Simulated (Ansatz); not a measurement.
# AlH2O (quartet): geometry optimisation

Aim: relax a generated start of AlH2O (quartet) and see which bonds hold.

Computed with Ansatz 0.2.0, Gaussian basis. Level: UKS PBE0/def2-TZVP.

### Step 1. Starting geometry

4 atoms, charge 0, spin multiplicity 4.

Atoms are counted from 1 here; the program's logs count them from 0.

Bond lengths: Al1–O2 1.631 Å, Al1–H3 1.750 Å, Al1–H4 1.750 Å. Angles: O2–Al1–H3 84.8°, O2–Al1–H4 84.8°, H3–Al1–H4 169.7°.

As a file:

```xyz
4
charge 0, multiplicity 4
Al   -0.5867   -0.0045   -0.0111
O     1.0435    0.0080    0.0197
H    -0.4429    1.7400   -0.0115
H    -0.4162   -1.7466   -0.0047
```

The start was built by rule and, where that kept it together, relaxed with GFN2-xTB. Sticks and bond lists go by distance. 

### Step 2. The run

Contents of in.yaml:

```yaml
crystal:
  periodic: [false, false, false]
  atoms:
    - {symbol: Al, position_ang: [-0.586692, -0.004520, -0.011068]}
    - {symbol: O, position_ang: [1.043527, 0.008040, 0.019686]}
    - {symbol: H, position_ang: [-0.442929, 1.740020, -0.011529]}
    - {symbol: H, position_ang: [-0.416195, -1.746639, -0.004678]}
basis:
  gaussian: {orbitals: def2-TZVP}
magnetization: {spin_polarized: true, initial_magnetization: 3}
hamiltonian: {xc: pbe0}
relax: {f_tol: 0.004, max_steps: 80}
```

On the command line:

```console
ansatz run in.yaml --threads 1 --pin off --events-out ev --progress --plain --max-ram 1740MiB
```

Q: Predict the outcome of this session. Wanted: energy gained; shift from the start; total energy; dipole moment; ⟨S²⟩.

The runs gave:

```
                  quantity          value
                     steps              6
             energy gained       0.573 eV
shift from the start (rms)        0.272 Å
              total energy  -8666.4764 eV
             dipole moment         2.23 D
                      ⟨S²⟩          3.772
```

**Reading.** The bonds of the start are those of the end. Al1–O2 went from 1.631 to 1.747 Å. No vibrations were run, so this is a stationary point, not a proven minimum, and this spin need not be the ground state's.
